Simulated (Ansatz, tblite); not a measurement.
Removing an electron: AlH2Cl. The state is a singlet with charge 0. Geometry: r2SCAN-D4/def2-TZVP. Ansatz, gas phase; energy differences of separate SCF runs; the oxidised species was run as a doublet alone.

```xyz
4

Al   -0.149    0.060    0.000
H    -1.204   -0.614    0.954
H    -0.446    1.274   -0.956
Cl    1.799   -0.720    0.001
```

The xTB rows come from tblite. Correlated methods freeze 10 core orbitals. In CCSD on the charge 1 doublet the largest single amplitude is 0.47, so its Hartree–Fock determinant may place the open shell otherwise than the density functionals do.

Task: Estimate orbital energies and vertical ionisation energies at: GFN1-xTB; GFN2-xTB; PBE-D4/def2-TZVP; r2SCAN-D4/def2-TZVP; PBE0-D4/def2-TZVP; CCSD/def2-TZVPP; CCSD(T)/def2-TZVPP.

Result: 
```tsv
level	−HOMO (eV)	vertical IE (eV)	−LUMO (eV)	HOMO–LUMO gap (eV)	remarks
GFN1-xTB	12.44	15.49	6.47	5.97	–
GFN2-xTB	11.55	14.90	6.76	4.79	–
PBE-D4/def2-TZVP	7.27	10.53	2.40	4.87	–
r2SCAN-D4/def2-TZVP	7.60	10.71	2.04	5.56	–
PBE0-D4/def2-TZVP	8.58	10.90	1.63	6.94	–
CCSD/def2-TZVPP	–	11.35	–	–	large T1 (0.102) (+1 doublet)
CCSD(T)/def2-TZVPP	–	11.31	–	–	large T1 (0.102) (+1 doublet)
```

Run but left out: HF/def2-TZVPP, MP2/def2-TZVPP (charge +1 doublet: a determinant that CCSD turns far, T1 0.102).  Raw xTB energy differences between charge states are shifted by several eV; the methods need an empirical correction for them.
